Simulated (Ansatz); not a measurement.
Molecule (SMILES): ClCl (Cl2).
Atoms: Cl1, Cl2. Bonds: Cl1-Cl2.

Basis-set convergence of the optimised Cl1-Cl2 bond length at CCSD(T) with Ansatz (a program for electronic structure). The reference of a correlated method is not its basis-set limit, which lies further on. Cartesian d functions, on some or all atoms, in 6-311+G**; all else is spherical. Cores are frozen. No added dispersion term, no relativity. Reference: the value in def2-QZVPP, 1.9964 Å, itself unsure by roughly 0.0002 Å (its distance from cc-pV(Q+d)Z). Deviations are taken from unrounded values. Cost is core time over that of 6-311+G**, rough, on shared machines of one kind; a dash marks a row that isn't timed (too short, read off another run, short of memory, by another algorithm or on other hardware). It counts the whole optimisation.

```json
[
 {"basis": "def2-SVP", "functions": "36", "optimised Cl1-Cl2 bond length (Å)": "2.0626", "minus reference (Å)": "0.0663", "cost": "-"},
 {"basis": "6-311+G**", "functions": "62", "optimised Cl1-Cl2 bond length (Å)": "2.0421", "minus reference (Å)": "0.0457", "cost": "1×"},
 {"basis": "def2-TZVP", "functions": "74", "optimised Cl1-Cl2 bond length (Å)": "2.0107", "minus reference (Å)": "0.0143", "cost": "2×"},
 {"basis": "def2-TZVPP", "functions": "84", "optimised Cl1-Cl2 bond length (Å)": "2.0088", "minus reference (Å)": "0.0125", "cost": "3×"},
 {"basis": "6-311++G(3df,3pd)", "functions": "94", "optimised Cl1-Cl2 bond length (Å)": "2.0056", "minus reference (Å)": "0.0092", "cost": "3×"},
 {"basis": "def2-TZVPPD", "functions": "102", "optimised Cl1-Cl2 bond length (Å)": "2.0071", "minus reference (Å)": "0.0107", "cost": "6×"},
 {"basis": "def2-QZVPP", "functions": "140", "optimised Cl1-Cl2 bond length (Å)": "1.9964", "minus reference (Å)": "0.0000", "cost": "20×"}
]
```

The smallest set listed that lies within 0.003 Å of the reference with all its larger relatives (same family, alike in diffuse functions; a set with none counts only in the reference's own line) is def2-QZVPP (140 functions, 20× in cost, 0.0000 Å off).
